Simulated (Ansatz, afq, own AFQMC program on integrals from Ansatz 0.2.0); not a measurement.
# AlSi⁺, triplet: AFQMC among the cluster methods

```xyz
2

Si    0.0000    0.0000    0.0000
Al    0.0000    0.0000    2.3977
```

Basis 6-31G. Noble-gas cores (and the filled d shells of Ga–Kr and In–Xe) are frozen. AFQMC by an in-house program on the Cholesky factors that Ansatz 0.2.0 writes for its CCSD(T) run. ph-AFQMC/CISD is guided by a CISD state made of CCSD amplitudes; releasing the constraint for a short imaginary time cuts its bias at the price of noise, slowly where states lie close. Uncertainties: one standard error, sampling alone.

Determinant: ROHF, the one that the program's search chose, which needn't be the lowest solution. The geometry is a PBE0/def2-TZVP stationary point of this or a neighbouring charge and spin state.

Full CI on the same integrals is exact in this basis and with this determinant's frozen core.

Cautions: a spin-contaminated unrestricted determinant lies lower (UHF 373 meV lower, ⟨S²⟩ 2.51); the search met a lower determinant of the same kind, perhaps of another symmetry (183 meV lower), and this one is a saddle point; strong correlation (T1 0.056, weight of the determinant 0.85, largest double 0.18); the released energies are still falling, so no released level is given (meV from the phaseless value at times in 1/Eh: -3 ± 3 at 0.24, -4.4 ± 2.3 at 0.51, -8.7 ± 2.1 at 0.99, -14.1 ± 1.4 at 1.62, -15.6 ± 1.4 at 2.40); the ph-AFQMC/CISD walk drifts between its halves (2.3 errors).

The T1 diagnostic is 0.0563, the weight of the determinant in the CISD state is 0.848 and the size of the correlated space is 6 electrons in 16 orbitals.

```
  level  correlation energy (eV)
    MP2                  -1.4589
   CCSD                  -2.2292
CCSD(T)                  -2.3027
```

Question: Estimate where full CI lies against CCSD(T) on the same integrals.

Answer: 3.3 kJ/mol below CCSD(T).

Reference: full CI, correlation energy -2.337 eV.

```
        level  E − E(reference) (kJ/mol)  share of correlation (%)
      CCSD(T)                        3.3                     98.52
        CCSDT                        0.5                     99.76
     CCSDT(Q)                        0.1                     99.96
       CCSDTQ                        0.0                     99.99
ph-AFQMC/CISD                  2.4 ± 0.3                     98.95
```

CCSDT and higher add their correlation energy to the determinant of the CCSD(T) run, since their own runs factorise the integrals more tightly (a shift of under 2 meV). A walk keeps the symmetry of its determinant, which the program's search chose and which needn't be the lowest solution, so a lower state of the same spin and another symmetry isn't excluded.
